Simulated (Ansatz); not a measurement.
**SiH+ (triplet): wave-function methods side by side at distance Si1–H2 = 2.849 Å, cc-pVQZ**

One table from this session's results is given with a row withheld; the runs are named, their logs left out.

The runs use Ansatz 0.2.0, Gaussian basis; cc-pVQZ, core rule «outside noble gas», up to 5 orbitals frozen.

Plan: UHF; CCSD(T) on ROHF; CCSD(T) on UHF; BCCD(T) on ROHF; CCSDT(Q) on ROHF; CCSDT(Q) on UHF; CASSCF and NEVPT2, 4 electrons in 5 orbitals; Full CI.

17 further runs of the same task are left out: 2 for a known fault of the program, 12 that didn't finish, 3 set aside as unsound or not needed.

### What is computed

The geometry derives from a PBE0/def2-TZVP stationary point (not a proven minimum). One bond is set to the value named and the two fragments are kept rigid.

2 atoms, charge 1, spin multiplicity 3.

Atoms are counted from 1 here; the program's logs count them from 0.

No contacts short enough for the rule that draws bonds.

The first run:

File in.yaml:

```yaml
crystal:
  periodic: [false, false, false]
  atoms:
    - {symbol: Si, position_ang: [0.000000, 0.000000, 0.000000]}
    - {symbol: H, position_ang: [0.000000, 0.000000, 2.849000]}
basis:
  gaussian: {orbitals: cc-pVQZ}
total_charge: 1
magnetization: {spin_polarized: true, initial_magnetization: 2}
hamiltonian: {xc: hf}
output: {orbitals: {seedname: orbitals}}
```

Command:

```sh
$ ansatz run in.yaml --threads 1 --pin off --events-out ev --progress --plain --max-ram 2393MiB
```

Steps of the session up to this table: UHF; CCSD(T) on ROHF; CCSD(T) on UHF; BCCD(T) on ROHF; CCSDT(Q) on ROHF; CCSDT(Q) on UHF; CASSCF and NEVPT2, 4 electrons in 5 orbitals; Full CI.

One table of the session follows, with a row left open; its other results are not shown here.

It belongs to the step «Misses and costs». 

| method | from FCI (kcal/mol) |
| --- | --- |
| ROHF | +42.87 |
| UHF | +39.86 |
| RMP2 | ? |
| UMP2 | +11.33 |
| RCCSD | +1.26 |
| UCCSD | +1.13 |
| RCCSD(T) | +0.28 |
| UCCSD(T) | +0.27 |
| BCCD(T) | +0.29 |
| RCCSDT | 0.00 |
| UCCSDT | -0.01 |
| RCCSDT(Q) | -0.01 |
| UCCSDT(Q) | -0.02 |
| CASSCF valence | +25.38 |
| NEVPT2 valence | +7.62 |
| FCI | 0 |

Q: Estimate the row for RMP2 from the others.

The run gave: from FCI (kcal/mol): +11.12. In the column «from FCI (kcal/mol)» it lies between NEVPT2 valence (+7.62) and UMP2 (+11.33).

Caveats from the session: Levels on UHF freeze UHF's core orbitals, full CI those of ROHF, so the U rows can settle a little off it for that reason alone. Restricted and unrestricted rows rest on different reference determinants; where their highest levels disagree by more than a few hundredths of an eV, they describe different states and don't form one ladder.
